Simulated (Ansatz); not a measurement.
Relaxation of C$_{2}$H$_{7}$NS (11 atoms, charge 0, multiplicity 1), to a largest force component of 0.015 eV/Å in at most 40 steps.

Method: RKS revPBE-D4/def2-SVP (Ansatz).

```xyz
11
Properties=species:S:1:pos:R:3:forces:R:3
N -0.355 1.365 -0.542 0.16 3.67 -0.95
C -0.244 0.447 0.536 2.31 0.76 0.14
C 0.833 -0.575 0.248 1.18 -0.41 1.92
S 0.545 -1.634 -1.167 -1.16 -0.89 -0.19
H 0.371 1.217 -1.266 -0.31 -0.18 0.19
H -0.137 2.371 -0.184 -0.54 -1.92 -0.79
H 0.033 1.006 1.452 -0.02 -0.29 0.39
H -1.155 -0.044 0.712 -2.12 -1.18 0.54
H 1.822 -0.056 0.108 -0.42 -0.19 -0.22
H 1.001 -1.216 1.162 -0.11 0.18 -0.40
H -0.641 -2.201 -0.618 1.02 0.44 -0.62
```

Q: Where does it end, and by what steps?

A: The run converged. After 9 steps the energy has fallen by 0.563 eV; H5 moved furthest, 0.88 Å.

| step | energy less start (eV) | largest force component (eV/Å) | accepted |
| --- | --- | --- | --- |
| 0 | 0.0000 | 3.670 | yes |
| 1 | -0.3325 | 1.117 | yes |
| 2 | -0.4002 | 0.314 | yes |
| 3 | -0.4564 | 0.184 | yes |
| 4 | -0.4864 | 0.838 | yes |
| 5 | -0.5399 | 0.310 | yes |
| 6 | -0.5471 | 0.311 | yes |
| 7 | -0.5608 | 0.195 | yes |
| 8 | -0.5630 | 0.060 | yes |
| 9 | -0.5633 | 0.011 | yes |

```xyz
11
Properties=species:S:1:pos:R:3
N -0.396 1.514 -0.426
C -0.229 0.503 0.610
C 0.880 -0.544 0.374
S 0.700 -1.456 -1.217
H -0.483 1.027 -1.331
H 0.472 2.062 -0.505
H -0.025 1.007 1.581
H -1.195 -0.035 0.744
H 1.869 -0.046 0.288
H 0.948 -1.269 1.213
H -0.467 -2.083 -0.891
```

Whether the end is a true minimum wasn't checked by a vibrational analysis.

Run time: 18 s on 2 threads of Arm Neoverse V1, on a shared host, peak memory 0.13 GiB.
